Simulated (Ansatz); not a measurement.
**C3H6FNO: one species, many methods**

Aim: compute C3H6FNO with functionals from several rungs and with coupled cluster, and see how far each lands from CCSD(T) at the basis-set limit for the atomisation energy.

The runs use Ansatz 0.2.0, Gaussian basis; functionals in def2-TZVPP, the program's frozen cores in correlated methods.

The runs, in order: PBE-D4, r2SCAN-D4, PBE0-D4, B3LYP-D4, ωB97X-V, ωB97M-V, B2PLYP; CCSD(T)/def2-TZVPP; MP2/def2-QZVPP; extrapolation to the limit.

## 1. The relaxed structure

All runs share one geometry, relaxed beforehand with PBE0-D4 in a triple-zeta def2 set.

SMILES `CC(F)C(=N)O`, 12 atoms, charge 0, spin multiplicity 1.

Atoms are counted from 1 here; the program's logs count them from 0.

Bond lengths: C1–C2 1.509 Å, C1–H7 1.090 Å, C1–H8 1.091 Å, C1–H9 1.092 Å, C2–F3 1.384 Å, C2–C4 1.511 Å, C2–H10 1.094 Å, C4–N5 1.262 Å, C4–O6 1.338 Å, N5–H11 1.015 Å, O6–H12 0.967 Å. Angles: C2–C1–H7 110.1°, C2–C1–H8 109.7°, C2–C1–H9 110.2°, H7–C1–H8 109.2°, H7–C1–H9 108.9°, H8–C1–H9 108.7°, C1–C2–F3 109.2°, C1–C2–C4 112.1°, C1–C2–H10 111.1°, F3–C2–C4 109.2°, F3–C2–H10 107.1°, C4–C2–H10 108.0°, C2–C4–N5 127.1°, C2–C4–O6 112.1°, N5–C4–O6 120.8°, C4–N5–H11 111.5°, C4–O6–H12 106.5°.

## 2. PBE-D4 (GGA)

in.yaml

```yaml
crystal:
  periodic: [false, false, false]
  atoms:
    - {symbol: C, position_ang: [-0.877766, 0.862811, -0.845773]}
    - {symbol: C, position_ang: [0.368953, 0.629153, -0.028008]}
    - {symbol: F, position_ang: [0.427520, 1.566094, 0.988374]}
    - {symbol: C, position_ang: [0.405276, -0.756946, 0.571757]}
    - {symbol: N, position_ang: [1.181364, -1.701751, 0.258843]}
    - {symbol: O, position_ang: [-0.548469, -0.930498, 1.493374]}
    - {symbol: H, position_ang: [-1.762968, 0.742616, -0.220660]}
    - {symbol: H, position_ang: [-0.863442, 1.872898, -1.257368]}
    - {symbol: H, position_ang: [-0.928091, 0.148620, -1.670301]}
    - {symbol: H, position_ang: [1.269079, 0.758815, -0.636790]}
    - {symbol: H, position_ang: [1.860225, -1.410012, -0.436958]}
    - {symbol: H, position_ang: [-0.454883, -1.836902, 1.817408]}
basis:
  gaussian: {orbitals: def2-TZVPP}
hamiltonian: {xc: pbe, dispersion: d4}
output: {forces: true, orbitals: {seedname: orbitals}}
```

Run with:

```sh
> ansatz run in.yaml --threads 4 --pin off --events-out ev --progress --plain --max-ram 10444MiB
```

Log, cut to the lines that bear on the results:

```text
Functional definition: PBE
  name "PBE"
  cite "Perdew, Burke & Ernzerhof, Phys. Rev. Lett. 77, 3865 (1996) doi:10.1103/PhysRevLett.77.3865"
  parent pbe
[...]
1356 factors; their error is unknown
[...]
mean field -9455.94659990 eV, -347.4996280757 hartree, gradient 1.7e-5 eV, S^2 0.000000; 0 other end points of the search recorded, 0 dependent functions left out
[...]
reference -9455.94663734 eV, -347.4996294516 hartree; 24, 24 occupied and 246, 246 virtual orbitals, 1356 factors
Total energy: -9456.16614508 eV, -347.5076962121 hartree
Atom 0 at    -0.877766     0.862811    -0.845773 Å, force    -0.036218     0.015471    -0.060424 eV/Å
Atom 1 at     0.368953     0.629153    -0.028008 Å, force    -0.056547    -0.265681    -0.275438 eV/Å
Atom 2 at     0.427520     1.566094     0.988374 Å, force     0.045914     0.547585     0.549544 eV/Å
Atom 3 at     0.405276    -0.756946     0.571757 Å, force    -0.059190     0.451600    -0.141059 eV/Å
Atom 4 at     1.181364    -1.701751     0.258843 Å, force     0.356282    -0.803017    -0.004921 eV/Å
Atom 5 at    -0.548469    -0.930498     1.493374 Å, force    -0.560299     0.379576     0.332824 eV/Å
Atom 6 at    -1.762968     0.742616    -0.220660 Å, force    -0.181294    -0.026686     0.116908 eV/Å
Atom 7 at    -0.863442     1.872898    -1.257368 Å, force    -0.008265     0.199754    -0.095783 eV/Å
Atom 8 at    -0.928091     0.148620    -1.670301 Å, force    -0.026624    -0.132929    -0.171681 eV/Å
Atom 9 at     1.269079     0.758815    -0.636790 Å, force     0.214325     0.012459    -0.159230 eV/Å
Atom 10 at     1.860225    -1.410012    -0.436958 Å, force     0.258523     0.076224    -0.248052 eV/Å
Atom 11 at    -0.454883    -1.836902     1.817408 Å, force     0.053393    -0.454355     0.157312 eV/Å
Dipole moment:    -0.066550    -0.000633    -0.348314 e Å
```

Wall time 2.8 s (4 threads of Arm Neoverse V1, shared host); peak memory 0.34 GiB.

Atomisation energy: 5017.7 kJ/mol (free atoms -9404.161 eV, run apart). HOMO -6.58 eV, LUMO -1.00 eV.

## 3. r2SCAN-D4 (meta-GGA)

Edit in.yaml of step 2 so:

```diff
@@ -17,3 +17,3 @@
   gaussian: {orbitals: def2-TZVPP}
-hamiltonian: {xc: pbe, dispersion: d4}
+hamiltonian: {xc: r2scan, dispersion: d4}
 output: {forces: true, orbitals: {seedname: orbitals}}
```

The command is unchanged.

Log, cut to the lines that bear on the results:

```text
Functional definition: r2SCAN
  name "r2SCAN"
  cite "Furness, Kaplan, Ning, Perdew & Sun, J. Phys. Chem. Lett. 11, 8208 (2020) doi:10.1021/acs.jpclett.0c02405"
  cite "Furness, Kaplan, Ning, Perdew & Sun, J. Phys. Chem. Lett. 11, 9248 (2020) doi:10.1021/acs.jpclett.0c03077"
  parent r2scan
[...]
1356 factors; their error is unknown
[...]
mean field -9461.78271910 eV, -347.7141015002 hartree, gradient 5.3e-5 eV, S^2 0.000000; 0 other end points of the search recorded, 0 dependent functions left out
[...]
reference -9461.78272980 eV, -347.7141018933 hartree; 24, 24 occupied and 246, 246 virtual orbitals, 1356 factors
Total energy: -9461.83928201 eV, -347.7161801487 hartree
Atom 0 at    -0.877766     0.862811    -0.845773 Å, force    -0.119848     0.032597    -0.065894 eV/Å
Atom 1 at     0.368953     0.629153    -0.028008 Å, force     0.048813    -0.198558    -0.260720 eV/Å
Atom 2 at     0.427520     1.566094     0.988374 Å, force    -0.011321     0.276609     0.305947 eV/Å
Atom 3 at     0.405276    -0.756946     0.571757 Å, force     0.072402     0.207132    -0.136732 eV/Å
Atom 4 at     1.181364    -1.701751     0.258843 Å, force     0.196661    -0.342316    -0.047867 eV/Å
Atom 5 at    -0.548469    -0.930498     1.493374 Å, force    -0.256196     0.060103     0.205452 eV/Å
Atom 6 at    -1.762968     0.742616    -0.220660 Å, force     0.019855     0.000420    -0.004675 eV/Å
Atom 7 at    -0.863442     1.872898    -1.257368 Å, force     0.000594    -0.015128     0.005135 eV/Å
Atom 8 at    -0.928091     0.148620    -1.670301 Å, force    -0.001096     0.010250     0.012498 eV/Å
Atom 9 at     1.269079     0.758815    -0.636790 Å, force     0.017147    -0.000290    -0.004026 eV/Å
Atom 10 at     1.860225    -1.410012    -0.436958 Å, force     0.018543     0.023796    -0.024447 eV/Å
Atom 11 at    -0.454883    -1.836902     1.817408 Å, force     0.014447    -0.054615     0.015328 eV/Å
Dipole moment:    -0.070643     0.000329    -0.363731 e Å
```

Run time: 5.5 s. Hardware: 4 threads of Arm Neoverse V1, shared host; peak memory 0.37 GiB.

With the free atoms at this level, -9411.482 eV in sum, the atomisation energy is 4858.7 kJ/mol. HOMO -6.91 eV, LUMO -0.77 eV.

## 4. PBE0-D4 (hybrid)

Edit in.yaml of step 3 so:

```diff
@@ -17,3 +17,3 @@
   gaussian: {orbitals: def2-TZVPP}
-hamiltonian: {xc: r2scan, dispersion: d4}
-output: {forces: true, orbitals: {seedname: orbitals}}
+hamiltonian: {xc: pbe0, dispersion: d4}
+output: {orbitals: {seedname: orbitals}}
```

Launched as before.

Log:

```text
Functional definition: PBE0
  name "PBE0"
  cite "Adamo & Barone, J. Chem. Phys. 110, 6158 (1999) doi:10.1063/1.478522"
  cite "Perdew, Burke & Ernzerhof, Phys. Rev. Lett. 77, 3865 (1996) doi:10.1103/PhysRevLett.77.3865"
  parent pbe
  parameter a = 0.25
  parameter kappa = 0.804
  parameter beta = 0.06672455060314922
  exchange = (1 - a)*pbe_x(kappa = kappa, mu = beta*pi^2/3) + a*exact_x
  correlation = pbe_c(beta = beta)
1356 factors; their error is unknown
mean field evaluation 1: about -9447.2989 eV, gradient 6.9e1 eV
mean field evaluation 2: about -9443.4991 eV, gradient 7.9e1 eV
mean field evaluation 4: about -9456.2343 eV, gradient 5.0e0 eV
mean field evaluation 8: about -9456.2913 eV, gradient 6.0e-1 eV
mean field evaluation 16: about -9456.2917 eV, gradient 8.2e-5 eV
mean field -9456.29173600 eV, -347.5123115931 hartree, gradient 8.2e-5 eV, S^2 0.000000; 0 other end points of the search recorded, 0 dependent functions left out
reference -9456.29176376 eV, -347.5123126135 hartree; 24, 24 occupied and 246, 246 virtual orbitals, 1356 factors
Total energy: -9456.47525294 eV, -347.5190557163 hartree
```

Run time: 2.9 s. Hardware: 4 threads of Arm Neoverse V1, shared host; peak memory 0.64 GiB.

Atomisation energy: 4878.5 kJ/mol (free atoms -9405.913 eV, run apart). HOMO -8.17 eV, LUMO 0.10 eV.

## 5. B3LYP-D4 (hybrid)

B3LYP here takes the VWN-RPA correlation.

Edit in.yaml of step 4 so:

```diff
@@ -17,3 +17,3 @@
   gaussian: {orbitals: def2-TZVPP}
-hamiltonian: {xc: pbe0, dispersion: d4}
-output: {orbitals: {seedname: orbitals}}
+hamiltonian: {xc: {name: B3LYP}, dispersion: d4}
+output: {forces: true, orbitals: {seedname: orbitals}}
```

Same command.

Log, cut to the lines that bear on the results:

```text
Functional definition: B3LYP
  name "B3LYP"
  cite "Stephens, Devlin, Chabalowski & Frisch, J. Phys. Chem. 98, 11623 (1994) doi:10.1021/j100096a001"
  cite "Becke, Phys. Rev. A 38, 3098 (1988) doi:10.1103/PhysRevA.38.3098"
  cite "Lee, Yang & Parr, Phys. Rev. B 37, 785 (1988) doi:10.1103/PhysRevB.37.785"
  cite "Vosko, Wilk & Nusair, Can. J. Phys. 58, 1200 (1980) doi:10.1139/p80-159"
[...]
1356 factors; their error is unknown
[...]
mean field -9466.74450748 eV, -347.8964438599 hartree, gradient 1.6e-5 eV, S^2 0.000000; 0 other end points of the search recorded, 0 dependent functions left out
[...]
reference -9466.74475894 eV, -347.8964531010 hartree; 24, 24 occupied and 246, 246 virtual orbitals, 1356 factors
Total energy: -9467.09312192 eV, -347.9092552044 hartree
Atom 0 at    -0.877766     0.862811    -0.845773 Å, force    -0.186133     0.053033    -0.126041 eV/Å
[...]
Atom 2 at     0.427520     1.566094     0.988374 Å, force     0.031989     0.298030     0.313169 eV/Å
Atom 3 at     0.405276    -0.756946     0.571757 Å, force     0.139826     0.067412    -0.117865 eV/Å
Atom 4 at     1.181364    -1.701751     0.258843 Å, force     0.130719    -0.085121    -0.080109 eV/Å
Atom 5 at    -0.548469    -0.930498     1.493374 Å, force    -0.217550    -0.092010     0.230172 eV/Å
Atom 6 at    -1.762968     0.742616    -0.220660 Å, force     0.038719     0.012952    -0.046823 eV/Å
Atom 7 at    -0.863442     1.872898    -1.257368 Å, force    -0.013219    -0.050291     0.012368 eV/Å
Atom 8 at    -0.928091     0.148620    -1.670301 Å, force    -0.006955     0.039609     0.033769 eV/Å
Atom 9 at     1.269079     0.758815    -0.636790 Å, force    -0.060935     0.004369     0.041276 eV/Å
Atom 10 at     1.860225    -1.410012    -0.436958 Å, force     0.017554    -0.047194     0.002536 eV/Å
Atom 11 at    -0.454883    -1.836902     1.817408 Å, force    -0.049809    -0.014707     0.052614 eV/Å
Dipole moment:    -0.058457    -0.004555    -0.379687 e Å
```

Run time: 4.8 s. Hardware: 4 threads of Arm Neoverse V1, shared host; peak memory 0.76 GiB.

With the free atoms at this level, -9416.820 eV in sum, the atomisation energy is 4850.6 kJ/mol. HOMO -7.94 eV, LUMO -0.18 eV.

## 6. ωB97X-V (range-separated)

Edit in.yaml of step 5 so:

```diff
@@ -17,3 +17,3 @@
   gaussian: {orbitals: def2-TZVPP}
-hamiltonian: {xc: {name: B3LYP}, dispersion: d4}
-output: {forces: true, orbitals: {seedname: orbitals}}
+hamiltonian: {xc: {name: wB97X-V}}
+output: {orbitals: {seedname: orbitals}}
```

The command is unchanged.

Log, cut to the lines that bear on the results:

```text
Functional definition: wB97X-V
  name "wB97X-V"
  cite "Mardirossian & Head-Gordon, Phys. Chem. Chem. Phys. 16, 9904 (2014) doi:10.1039/C3CP54374A"
  cite "Becke, J. Chem. Phys. 107, 8554 (1997) doi:10.1063/1.475007"
  cite "Vydrov & Van Voorhis, J. Chem. Phys. 133, 244103 (2010) doi:10.1063/1.3521275"
[...]
      + integral(e_c_pw_opposite_spin*poly(b97_u_opposite, cos0, cos1)) + vv10(b, c)
1356 factors; their error is unknown
327 factors; integrals over basis functions are off by at most 9.1e-6 eV
[...]
mean field -9463.65085106 eV, -347.7827540834 hartree, gradient 3.3e-5 eV, S^2 0.000000; 0 other end points of the search recorded, 0 dependent functions left out
reference -9463.65084924 eV, -347.7827540166 hartree; 24, 24 occupied and 246, 246 virtual orbitals, 1356 factors
Total energy: -9463.65084924 eV, -347.7827540166 hartree
```

Run time: 8 s. Hardware: 4 threads of Arm Neoverse V1, shared host; peak memory 0.8 GiB.

Atomisation energy: 4860.2 kJ/mol (free atoms -9413.278 eV, run apart). HOMO -10.66 eV, LUMO 2.46 eV.

## 7. ωB97M-V (range-separated)

Edit in.yaml of step 6 so:

```diff
@@ -17,3 +17,3 @@
   gaussian: {orbitals: def2-TZVPP}
-hamiltonian: {xc: {name: wB97X-V}}
-output: {orbitals: {seedname: orbitals}}
+hamiltonian: {xc: {name: wB97M-V}}
+output: {forces: true, orbitals: {seedname: orbitals}}
```

Launched as before.

Log, cut to the lines that bear on the results:

```text
Functional definition: wB97M-V
  name "wB97M-V"
  cite "Mardirossian & Head-Gordon, J. Chem. Phys. 144, 214110 (2016) doi:10.1063/1.4952647"
  cite "Becke, J. Chem. Phys. 107, 8554 (1997) doi:10.1063/1.475007"
  cite "Vydrov & Van Voorhis, J. Chem. Phys. 133, 244103 (2010) doi:10.1063/1.3521275"
  # Of w^i u^j: cxij and so on, Table III.
[...]
  gx(w, u) = 1 - cx + cx01*u + cx10*w
  gss(w, u) = css00 + css04*u^4 + css10*w + css20*w^2 + css43*w^4*u^3
  gos(w, u) = cos00 + cos10*w + (cos20 + cos21*u)*w^2 + (cos60 + cos61*u)*w^6
[...]
      + integral(e_c_pw_mod_opposite_spin*gos(b97_w_opposite, b97_u_opposite)) + vv10(b, c)
1356 factors; their error is unknown
327 factors; integrals over basis functions are off by at most 9.1e-6 eV
[...]
Atom 2 at     0.427520     1.566094     0.988374 Å, force    -0.007571     0.126157     0.174134 eV/Å
Atom 3 at     0.405276    -0.756946     0.571757 Å, force     0.192809    -0.017492    -0.140226 eV/Å
Atom 4 at     1.181364    -1.701751     0.258843 Å, force     0.036497    -0.003585    -0.025835 eV/Å
Atom 5 at    -0.548469    -0.930498     1.493374 Å, force    -0.178305    -0.109343     0.196381 eV/Å
Atom 6 at    -1.762968     0.742616    -0.220660 Å, force     0.066627     0.008745    -0.036700 eV/Å
Atom 7 at    -0.863442     1.872898    -1.257368 Å, force    -0.000753    -0.079194     0.037474 eV/Å
Atom 8 at    -0.928091     0.148620    -1.670301 Å, force     0.008981     0.045719     0.061301 eV/Å
Atom 9 at     1.269079     0.758815    -0.636790 Å, force    -0.077018    -0.014283     0.053045 eV/Å
Atom 10 at     1.860225    -1.410012    -0.436958 Å, force    -0.035575    -0.001358     0.028514 eV/Å
Atom 11 at    -0.454883    -1.836902     1.817408 Å, force    -0.023349     0.069511    -0.010262 eV/Å
Dipole moment:    -0.056071     0.001054    -0.381344 e Å
```

It took 12 s on 4 threads of Arm Neoverse V1, shared host; peak memory 0.97 GiB.

Atomisation energy: 4867.5 kJ/mol (free atoms -9412.932 eV, run apart). HOMO -10.57 eV, LUMO 2.29 eV.

## 8. B2PLYP (double hybrid)

Edit in.yaml of step 7 so:

```diff
@@ -17,3 +17,2 @@
   gaussian: {orbitals: def2-TZVPP}
-hamiltonian: {xc: {name: wB97M-V}}
-output: {forces: true, orbitals: {seedname: orbitals}}
+hamiltonian: {xc: {name: B2PLYP}}
```

The command is unchanged.

Log, cut to the lines that bear on the results:

```text
Functional definition: B2PLYP
  name "B2PLYP"
  cite "Grimme, J. Chem. Phys. 124, 034108 (2006) doi:10.1063/1.2148954"
  cite "Becke, Phys. Rev. A 38, 3098 (1988) doi:10.1103/PhysRevA.38.3098"
  cite "Lee, Yang & Parr, Phys. Rev. B 37, 785 (1988) doi:10.1103/PhysRevB.37.785"
[...]
1654 factors; integrals over basis functions are off by at most 9.5e-4 eV
[...]
mean field -9449.29991347 eV, -347.2553668544 hartree, gradient 2.3e-6 eV, S^2 0.000000; 0 other end points of the search recorded, 0 dependent functions left out
6 core orbitals not correlated: weight in the atoms' cores, before any rotation towards them, 1.000 or more for the frozen orbitals, at most 0.000 for the correlated occupied ones
reference -9449.30007205 eV, -347.2553726822 hartree; 18, 18 occupied and 246, 246 virtual orbitals, 1654 factors
second order -38.87855838 eV of doubles, -0.00000000 eV of singles
Total energy: -9459.79728281 eV, -347.6411380624 hartree
```

Wall time 6.5 s (4 threads of Arm Neoverse V1, shared host); peak memory 0.78 GiB.

With the free atoms at this level, -9410.039 eV in sum, the atomisation energy is 4801.0 kJ/mol.

## 9. Orbital energies across the functionals

Dipoles come from the runs that computed forces. Levels, from each run's orbital file:

| functional | HOMO (eV) | LUMO (eV) | gap (eV) | dipole (D) |
| --- | --- | --- | --- | --- |
| PBE-D4 | -6.58 | -1.00 | 5.58 | 1.70 |
| r2SCAN-D4 | -6.91 | -0.77 | 6.14 | 1.78 |
| PBE0-D4 | -8.17 | 0.10 | 8.27 |  |
| B3LYP-D4 | -7.94 | -0.18 | 7.76 | 1.85 |
| ωB97X-V | -10.66 | 2.46 | 13.12 |  |
| ωB97M-V | -10.57 | 2.29 | 12.86 | 1.85 |

## 10. CCSD(T) in def2-TZVPP

Edit in.yaml of step 8 so:

```diff
@@ -17,2 +17,2 @@
   gaussian: {orbitals: def2-TZVPP}
-hamiltonian: {xc: {name: B2PLYP}}
+correlation: {method: ccsd_t}
```

The command is unchanged.

Log, cut to the lines that bear on the results:

```text
Functional definition: HF
  name "HF"
  cite "Fock, Z. Phys. 61, 126 (1930) doi:10.1007/BF01340294"
  parent pbe
[...]
1654 factors; integrals over basis functions are off by at most 9.5e-4 eV
[...]
mean field -9414.85244705 eV, -345.9894458130 hartree, gradient 2.8e-6 eV, S^2 0.000000; 0 other end points of the search recorded, 0 dependent functions left out
6 core orbitals not correlated: weight in the atoms' cores, before any rotation towards them, 1.000 or more for the frozen orbitals, at most 0.000 for the correlated occupied ones
reference -9414.85244705 eV, -345.9894458130 hartree; 18, 18 occupied and 246, 246 virtual orbitals, 1654 factors
second order -32.28301522 eV of doubles, -0.00000000 eV of singles
cycle   1  -32.17672720 eV  change    1.1e-1 eV  update   1.2e-1
[...]
cycle   9  -33.06479859 eV  change   -1.4e-5 eV  update   2.3e-5
perturbative correction -1.31050129 eV, -0.0481600342 hartree
Total energy: -9449.22774694 eV, -347.2527147833 hartree
```

It took 5.3 min on 4 threads of Arm Neoverse V1, shared host; peak memory 7.8 GiB.

## 11. MP2 in def2-QZVPP

Edit in.yaml of step 10 so:

```diff
@@ -16,3 +16,3 @@
 basis:
-  gaussian: {orbitals: def2-TZVPP}
-correlation: {method: ccsd_t}
+  gaussian: {orbitals: "def2-QZVPP.json"}
+correlation: {method: mp2}
```

Same command.

Log:

```text
Functional definition: HF
  name "HF"
  cite "Fock, Z. Phys. 61, 126 (1930) doi:10.1007/BF01340294"
  parent pbe
  exchange = exact_x
  correlation = 0
3184 factors; integrals over basis functions are off by at most 7.6e-4 eV
mean field evaluation 1: about -9410.3058 eV, gradient 4.7e1 eV
mean field evaluation 2: about -9410.4720 eV, gradient 4.7e1 eV
mean field evaluation 4: about -9415.1888 eV, gradient 5.0e0 eV
mean field evaluation 8: about -9415.2740 eV, gradient 4.4e-1 eV
mean field evaluation 16: about -9415.2754 eV, gradient 2.3e-6 eV
mean field -9415.27544264 eV, -346.0049906140 hartree, gradient 2.3e-6 eV, S^2 0.000000; 0 other end points of the search recorded, 0 dependent functions left out
6 core orbitals not correlated: weight in the atoms' cores, before any rotation towards them, 1.000 or more for the frozen orbitals, at most 0.000 for the correlated occupied ones
reference -9415.27544264 eV, -346.0049906140 hartree; 18, 18 occupied and 498, 498 virtual orbitals, 3184 factors
second order -34.73719841 eV of doubles, -0.00000000 eV of singles
Total energy: -9450.01264104 eV, -347.2815591097 hartree
```

It took 32 s on 4 threads of Arm Neoverse V1, shared host; peak memory 3.9 GiB.

Energy pieces by basis (eV):

| basis | HF | MP2 correlation | CCSD correlation | (T) | total |
| --- | --- | --- | --- | --- | --- |
| def2-TZVPP | -9414.8524 | -32.2830 | -33.0648 | -1.3105 | -9449.2277 |
| def2-QZVPP | -9415.2754 | -34.7372 |  |  | -9450.0126 (MP2) |

The report of the def2-TZVPP run gives T1 = 0.0125.

## 12. Extrapolating to the complete basis

This step is arithmetic on the last runs, with X = 3 and 4: exp(−7.88√X) for Hartree-Fock, X^−2.97 for correlation; only MP2 was run in the larger set, so CCSD(T) minus MP2 is added from the smaller one.

| level | energy at the limit (eV) |
| --- | --- |
| HF | -9415.3337 |
| MP2 | -9451.8888 |
| CCSD | -9452.6706 |
| CCSD(T) | -9453.9811 |

## 13. Atomisation energies

Free atoms (3 C, 1 F, 1 N, 1 O, 6 H) were run apart at each level; the atomisation energy is their sum less the molecule, without zero-point or spin-orbit terms.

Differences are taken before rounding.

| method | rung | atomisation energy (kJ/mol) | from CCSD(T)/CBS (kJ/mol) | time |
| --- | --- | --- | --- | --- |
| PBE-D4 | GGA | 5017.7 | +176.4 | 2.8 s |
| r2SCAN-D4 | meta-GGA | 4858.7 | +17.4 | 5.5 s |
| PBE0-D4 | hybrid | 4878.5 | +37.1 | 2.9 s |
| B3LYP-D4 | hybrid | 4850.6 | +9.2 | 4.8 s |
| ωB97X-V | range-separated | 4860.2 | +18.8 | 8 s |
| ωB97M-V | range-separated | 4867.5 | +26.1 | 12 s |
| B2PLYP | double hybrid | 4801.0 | -40.4 | 6.5 s |
| HF/def2-TZVPP | wavefunction | 3368.5 | -1472.9 |  |
| MP2/def2-TZVPP | wavefunction | 4822.3 | -19.1 |  |
| CCSD/def2-TZVPP | wavefunction | 4619.6 | -221.8 |  |
| CCSD(T)/def2-TZVPP | wavefunction | 4707.6 | -133.8 | 5.3 min |
| MP2/CBS | wavefunction | 4956.1 | +114.7 |  |
| CCSD(T)/CBS | wavefunction | 4841.4 | 0 | 5.9 min |

Among the levels timed on like hardware and quicker than the yardstick, those that no quicker one beats, quickest first: PBE-D4 (2.8 s, +176.4 kJ/mol); PBE0-D4 (2.9 s, +37.1 kJ/mol); B3LYP-D4 (4.8 s, +9.2 kJ/mol).

B2PLYP carry no dispersion term (for B3LYP, D4 adds 33.6 kJ/mol).

Times are those of the molecule's run; HF, MP2 and CCSD come out of the CCSD(T) runs, and the limit's time is the sum of the runs that it needs.

## 14. Results

| quantity | value |
| --- | --- |
| atomisation energy, CCSD(T)/CBS | 4841.4 kJ/mol |
| functionals within 24.2 kJ/mol (0.5 %) | r2SCAN-D4, B3LYP-D4, ωB97X-V |
| farthest | PBE-D4 (+176.4 kJ/mol) |
| mean size of error, hybrid | 23.2 kJ/mol |
| mean size of error, range-separated | 22.5 kJ/mol |
| gap, smallest and largest | 5.58 eV (PBE-D4), 13.12 eV (ωB97X-V) |
| T1 diagnostic | 0.0125 |
| triples share of the correlation energy | 3.8 % |

PBE-D4 misses by +176.4 kJ/mol. Double hybrids carry the basis error of their MP2 part in triple zeta, and no dispersion term here, so their miss is partly the set-up's. Misses under about 24.2 kJ/mol are within the doubt on the reference itself, which lacks core-valence correlation, relativity and higher excitations. Hartree-Fock recovers 70 % of the binding; the rest is correlation. The gap grows from 5.6 to 13.1 eV across the functionals, mostly with the share of exact exchange.

B3LYP-D4 reaches 9.2 kJ/mol from the reference in 4.8 s, where CCSD(T)/CBS took 5.9 min; of the levels timed on like hardware the quickest, PBE-D4, takes 2.8 s and misses by 176.4 kJ/mol.
